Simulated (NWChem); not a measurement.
# One shape, several levels: HS− (hydrosulfide)

Aim: a comparison of 6 runs (HF/3-21G, M06-2X/STO-3G, TPSSh/3-21G, B3LYP/6-31G*, TPSSh/def2-SVP) of HS− (hydrosulfide). 

The results are computed with NWChem 7.3.0.

1 further run of the same task is left out (set aside as unsound or not needed).

## (1) The structure to begin with

HS− has 2 atoms, charge -1, and is taken as a singlet. As SMILES, `[SH-]`. Geometry: relaxed at PBE0-D4/def2-TZVPD.

Bond lengths: S1–H2 1.346 Å.

## (2) Energy and forces at HF/3-21G (run 1)

File calc.nw:

```
echo
start calc
title "HS hf"
memory total 2200 mb
charge -1

geometry units angstrom noautosym nocenter noautoz
   S      0.574700    -0.187900     0.295500
   H     -0.574700     0.187900    -0.295500
end

basis "ao basis" spherical bse
   S library 3-21G
   H library 3-21G
end

scf
   thresh 1e-08
   maxiter 80
end

task scf gradient
```

On the command line:

```console
$ nwchem calc.nw > calc.out
```

Standard output:

```text
[...]
  functions       =    15
[...]
  wavefunction    = RHF
[...]
         Total SCF energy =   -396.148308109671
      One-electron energy =   -566.476827004158
      Two-electron energy =    164.037995895204
 Nuclear repulsion energy =      6.290522999283
        Time for solution =      0.1s
[...]
                         RHF ENERGY GRADIENTS
    atom               coordinates                        gradient
                 x          y          z           x          y          z
   1 S       1.086026  -0.355080   0.558414   -0.010638   0.003478  -0.005470
   2 H      -1.086026   0.355080  -0.558414    0.010638  -0.003478   0.005470
[...]
```

It took 0.7 s on 1 thread of Intel Xeon Platinum 8488C (Sapphire Rapids), shared host; peak memory 0.099 GiB.

## (3) Energy and gradient at M06-2X/STO-3G (run 2)

File run.xyz:

```xyz
2
HS
S      0.574700    -0.187900     0.295500
H     -0.574700     0.187900    -0.295500
```

File run.nw:

```
start run
title "HS"
memory total 2200 mb
charge -1
geometry units angstrom noautosym nocenter noautoz
 load format xyz run.xyz
end
basis "ao basis" spherical bse
 S library STO-3G
 H library STO-3G
end
dft
 xc m06-2x
 grid xfine
 convergence energy 1e-08
 iterations 100
 mulliken
 noprint "final vectors analysis"
end
task dft gradient
```

On the command line:

```console
$ nwchem run.nw > run.out
```

Standard output:

```text
[...]
          Wavefunction type:  closed shell.
          No. of atoms     :     2
          No. of electrons :    18
[...]
          Charge           :    -1
          Spin multiplicity:     1
[...]
          AO basis - number of functions:    10
[...]
              XC Information
              --------------
                       M06-2X Method XC Functional
                     Hartree-Fock (Exact) Exchange  0.540
                        M06-2X Exchange Functional  1.000
                      M06-2X Correlation Potential  1.000
[...]
 d= 0,ls=0.0,diis     1   -394.1516272347 -4.00D+02  1.65D-02  5.00D-02     0.2
[...]
 d= 0,ls=0.0,diis     5   -394.1548161318 -1.04D-10  1.23D-07  5.58D-13     0.7
         Total DFT energy =     -394.154816131778
      One electron energy =     -569.759200503054
           Coulomb energy =      196.079289757130
    Exchange-Corr. energy =      -26.765428385137
 Nuclear repulsion energy =        6.290522999283
[...]
      Total Density - Mulliken Population Analysis
     ---------------------------------------------
    Atom       Charge   Shell Charges
 -----------   ------   -------------------------------------------------------
    1 S   16    16.76   2.00  2.00  5.97  1.92  4.87
    2 H    1     1.24   1.24
[...]
  wavefunction    = closed shell
                         DFT ENERGY GRADIENTS
    atom               coordinates                        gradient
                 x          y          z           x          y          z
   1 S       1.086026  -0.355080   0.558414   -0.008044   0.002630  -0.004136
   2 H      -1.086026   0.355080  -0.558414    0.008044  -0.002630   0.004136
[...]
```

Wall time 1.5 s (1 thread of Intel Xeon Platinum 8488C (Sapphire Rapids), shared host); peak memory 0.11 GiB.

## (4) Energy and gradient at TPSSh/3-21G (run 3)

File test.nw:

```
start test
title "HS gradient"
memory stack 880 mb heap 220 mb global 1100 mb
charge -1
geometry units bohr noautosym nocenter noautoz
   S    1.08602560  -0.35507954   0.55841407
   H   -1.08602560   0.35507954  -0.55841407
end
basis spherical bse
   * library 3-21G
end
dft
   xc xctpssh
   mult 1
   grid xfine
   convergence energy 1e-08
   maxiter 100
   mulliken
end
task dft gradient
```

On the command line:

```console
$ nwchem test.nw > test.out
```

Standard output:

```text
[...]
          Wavefunction type:  closed shell.
          No. of atoms     :     2
          No. of electrons :    18
[...]
          Charge           :    -1
          Spin multiplicity:     1
[...]
          AO basis - number of functions:    15
[...]
              XC Information
              --------------
                  TPSS hybrid Method XC Functional
                     Hartree-Fock (Exact) Exchange  0.100
                  TPSS metaGGA Exchange Functional  0.900
             TPSS03 metaGGA Correlation Functional  1.000
[...]
 d= 0,ls=0.0,diis     1   -396.6650008840 -4.03D+02  1.30D-01  1.67D+00     0.2
[...]
 d= 0,ls=0.0,diis     7   -396.8443898547 -9.68D-11  1.46D-07  1.54D-12     1.0
         Total DFT energy =     -396.844389854693
      One electron energy =     -566.586807489969
           Coulomb energy =      189.719054412158
    Exchange-Corr. energy =      -26.267159337432
 Nuclear repulsion energy =        6.290522560550
[...]
      Total Density - Mulliken Population Analysis
     ---------------------------------------------
    Atom       Charge   Shell Charges
 -----------   ------   -------------------------------------------------------
    1 S   16    16.93   2.00  1.96  5.88  0.96  2.37  1.03  2.74
    2 H    1     1.07   0.46  0.61
[...]
  wavefunction    = closed shell
                         DFT ENERGY GRADIENTS
    atom               coordinates                        gradient
                 x          y          z           x          y          z
   1 S       1.086026  -0.355080   0.558414   -0.016625   0.005435  -0.008548
   2 H      -1.086026   0.355080  -0.558414    0.016625  -0.005435   0.008548
[...]
```

It took 1.8 s on 1 thread of Intel Xeon Platinum 8488C (Sapphire Rapids), shared host; peak memory 0.11 GiB.

Runs 4 to 5 aren't shown in full; the table further down has their settings and results.

## (5) Energy and gradient at TPSSh/def2-SVP (run 6)

File run.py:

```python
from ase import Atoms
from ase.calculators.nwchem import NWChem

mol = Atoms(['S', 'H'], positions=[
    [0.574700, -0.187900, 0.295500],
    [-0.574700, 0.187900, -0.295500],
])

calc = NWChem(
    label='sp',
    theory='dft',
    memory='2200 mb',
    basis='def2-SVP',
    basispar='spherical bse',
    charge=-1,
    dft={'xc': 'xctpssh', 'mult': '1', 'grid': 'xfine', 'convergence': 'energy 1e-08', 'iterations': '100', 'mulliken': None},
)
mol.calc = calc

forces = mol.get_forces()
print("Total energy (eV):", round(mol.get_potential_energy(), 6))
print("forces (eV/A):")
for s, f in zip(mol.symbols, forces):
    print(f"{s:2s} {f[0]:10.5f} {f[1]:10.5f} {f[2]:10.5f}")
print("dipole (e A):", mol.get_dipole_moment().round(4))
```

On the command line:

```console
$ export ASE_NWCHEM_COMMAND="nwchem PREFIX.nwi > PREFIX.nwo"
$ python run.py
```

Standard output:

```text
Total energy (eV): -10848.652233
forces (eV/A):
S     0.37672   -0.12316    0.19371
H    -0.37672    0.12316   -0.19371
dipole (e A): [-0.6134  0.2006 -0.3154]
```

The calculator wrote sp.nwi:

```
title "sp"

permanent_dir sp

scratch_dir sp

start sp

geometry units angstrom nocenter noautosym noautoz
  S  5.7469999999999999e-01 -1.8790000000000001e-01 2.9549999999999998e-01
  H  -5.7469999999999999e-01 1.8790000000000001e-01 -2.9549999999999998e-01
end

charge -1

memory 2200 mb

basis spherical bse noprint
   * library def2-SVP
end

dft
  xc xctpssh
  mult 1
  grid xfine
  convergence energy 1e-08
  iterations 100
  mulliken
end

task dft gradient
```

sp.nwo:

```text
Northwest Computational Chemistry Package (NWChem) 7.3.0
             --------------------------------------------------------

           Job information
           ---------------

    nwchem branch   = 7.3.0
    use scalapack   = T
    input           = sp.nwi
    prefix          = sp.
    data base       = sp/sp.db
    status          = startup
    nproc           =        1

           Memory information
           ------------------

[... 5 lines left out ...]
    hardfail = no
[... 71 lines left out ...]
  convergence criterion.
[... 39 lines left out ...]
          Spatial weights used:  Erf1
[... 34 lines left out ...]
 1-e energy   =    -595.219626
[... 45 lines left out ...]
           Coulomb energy =      190.307748396312
[... 238 lines left out ...]
          Convergence on density requested:  1.00D-05
[... 25 lines left out ...]
          total energy or number of iterations.
[... 33 lines left out ...]
                 ----------------------------------------
                 |  Time  |  1-e(secs)   |  2-e(secs)   |
                 ----------------------------------------
                 |  CPU   |       0.00   |       0.05   |
                 ----------------------------------------
                 |  WALL  |       0.00   |       0.05   |
                 ----------------------------------------

 Task  times  cpu:        1.8s     wall:        1.8s
 Total times  cpu:        1.8s     wall:        1.8s
```

Wall time 2.9 s (1 thread of Intel Xeon Platinum 8488C (Sapphire Rapids), shared host); peak memory 0.11 GiB.

## (6) Overview of the runs

```tsv
run	level	iteration cap	module	energy (Eh)	HOMO energy (eV)	LUMO energy (eV)	HOMO–LUMO gap (eV)	wall time
1	HF/3-21G	80	scf	-396.148308	-1.74	12.96	14.71	0.7 s
2	M06-2X/STO-3G	100	dft	-394.154816	–	–	–	1.5 s
3	TPSSh/3-21G	100	dft	-396.844390	1.87	8.81	6.94	1.8 s
4	B3LYP/6-31G* (spherical functions)	100	dft	-398.803144	1.29	8.54	7.25	2 s
5	B3LYP/6-31G* (Cartesian functions)	100	dft	-398.806120	1.29	8.54	7.24	2 s
6	TPSSh/def2-SVP	100	dft	-398.680619	2.41	8.35	5.94	2.9 s
```

## (7) Summary of results

| quantity | value |
| --- | --- |
| run 6: total energy | -398.68062 Eh |
| run 6: HOMO energy | 2.41 eV |
| run 6: LUMO energy | 8.35 eV |
| run 6: HOMO–LUMO gap (to an unbound level, set by the basis) | 5.94 eV |
| run 6: largest force on an atom | 0.441 eV/Å |

What this shows: Over runs 1, 3, 4, 5, 6 the HOMO–LUMO gap runs from 5.94 eV (TPSSh/def2-SVP) to 14.71 eV (HF/3-21G). The two ends differ in method and basis. The empty levels of an anion lie above zero and hang on the basis. Totals of different functionals can't be ranked against each other. In runs 3, 4, 5, 6 the HOMO lies above zero, so the outermost electron may be held by the basis alone. In run 2 the basis is minimal, so the values are rough. All runs together took 11 s, the longest 2.9 s.
